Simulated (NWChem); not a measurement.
## Lowest excitation of ozone (O3)

SMILES: O=[O+][O-]
```xyz
3

O     -1.0607     0.0000    -0.2102
O      0.0000     0.0000     0.4204
O      1.0607     0.0000    -0.2102
```
Charge 0, spin multiplicity 1.

Program: NWChem. The geometry was optimised at PBE0/def2-SVP, a minimum by its harmonic frequencies.

Basis set: aug-cc-pVDZ.

```tsv
method	lowest vertical singlet excitation energy (eV)	relative cost	difference from EOM-CCSD
EOM-CCSD	2.53	20	0.00
TD-LDA (SVWN5)	2.31	under 3	-0.23
TD-PBE	2.33	under 3	-0.20
TD-B3LYP	2.25	3	-0.29
CIS	2.42	1	-0.12
```

The values span 0.29 eV, from TD-B3LYP (lowest) to EOM-CCSD (highest). Costs are rough ratios of processor time within this set of runs, SCF included, with CIS as 1.

The correlated methods keep 3 core orbitals frozen. B3LYP has NWChem's definition, with VWN1-RPA local correlation. The species is likely to have several important configurations. No row is a measurement; the coupled-cluster row has its own basis-set and correlation limits.
